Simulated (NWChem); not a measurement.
**Atomisation of H$_{4}$Si**

```
Si
H 1 1.5031
H 1 1.5031 2 109.47
H 1 1.5031 2 109.47 3 -120.00
H 1 1.5031 2 109.47 3 120.00
```
Charge 0, spin multiplicity 1.

All runs are NWChem calculations. Structure: optimised with PBE/def2-SVP, a minimum by its harmonic frequencies.

Basis set: def2-TZVP. The atomisation energy is electronic alone: no zero-point, thermal, spin-orbit or counterpoise terms. No value is extrapolated to the basis-set limit. Free atoms are single determinants with multiplicities Si 3, H 2.

B3LYP has NWChem's definition, with VWN1-RPA local correlation. The structure started from a generated list of species. The stability of the SCF solutions was not checked. Open-shell Hartree-Fock references start from PBE0 orbitals.

Q: For the atomisation energy, B3LYP gives 323.2 kcal/mol and CAM-B3LYP gives 324.8 kcal/mol. What do r2SCAN, HF, PBE0 give?

A: r2SCAN: 321.1 kcal/mol; HF: 255.3 kcal/mol; PBE0: 315.0 kcal/mol.
